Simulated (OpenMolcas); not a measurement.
**How basis sets differ on C2H4F2 (SMILES CC(F)F)**

The species is C2H4F2 (8 atoms), meant as a singlet with charge 0. As SMILES, `CC(F)F`. Geometry: relaxed at PBE0-D4/def2-TZVP.

```xyz
8

C     0.0033    0.7776    0.0233
C    -0.0520   -0.7182   -0.0082
F     0.9255   -1.2434    0.7791
F     0.1682   -1.1721   -1.2719
H     0.9814    1.1119   -0.3254
H    -0.1572    1.1328    1.0418
H    -0.7710    1.1906   -0.6240
H    -1.0061   -1.1364    0.3295
```

Each level gives the energy change with the C2–F3 bond stretched from 1.361 to 2.041 Å (eV). The values are calculated.

| level | kind | program | value (eV) |
| --- | --- | --- | --- |
| M06-HF/def2-SVP (restricted) | hybrid meta-GGA | OpenMolcas | 3.51 |
| M06-HF/def2-SVPD (restricted) | hybrid meta-GGA | OpenMolcas | 3.23 |
| M06-HF/def2-TZVP (restricted) | hybrid meta-GGA | OpenMolcas | 3.22 |
| M06-HF/def2-TZVPD (RICD fitting) (restricted) | hybrid meta-GGA | OpenMolcas | 3.19 |
| M06-HF/def2-TZVPPD (RICD fitting) (restricted) | hybrid meta-GGA | OpenMolcas | 3.20 |

The first shape isn't each level's own minimum. The values span 3.19 to 3.51 eV.
